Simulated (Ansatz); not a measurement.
Ideal-gas functions of `O=[Si]` at 600 K and 1 bar, from an Ansatz frequency run at PBE0-D4/def2-TZVP.

Molar mass 44.08 g/mol, point group C∞v (symmetry number 1), electronic degeneracy 1, moments of inertia 23.202 u Å². Harmonic wavenumbers (cm⁻¹, unscaled): 1275.

Use S(trans) = R[1.5 ln M + 2.5 ln T − 1.1517]; rotational temperatures θ = 24.2544 K / I; S(rot) = R[ln(T/σθ) + 1]; for each mode x = 1.438777 ν̃/T, S = R[x/(eˣ − 1) − ln(1 − e⁻ˣ)] and H = RT x/(eˣ − 1); 1 cm⁻¹ = 0.0119627 kJ/mol; R = 8.31446 J/(mol·K).

Task: By hand: the entropy, in J/(mol·K).

Result: Translation 170.6. Rotation: θ = 1.0454 K, giving 61.1. Vibration, mode by mode: 1.65, in all 1.7. Electronic 0.0. Sum 233.4 J/(mol·K).

Task: By hand: H − E and G − E in kJ/mol, counted from the electronic energy.

Result: Zero-point energy ½ × 1275 × 0.0119627 = 7.6; thermal vibration 0.8; translation, rotation and pV give 3.5 RT = 17.5. H − E = 25.9 kJ/mol, and G − E = 25.9 − 600 × 233.4/1000 = -114.1 kJ/mol.

Vibration gives 1 % of the entropy; all modes have x over 3 and are hardly excited.
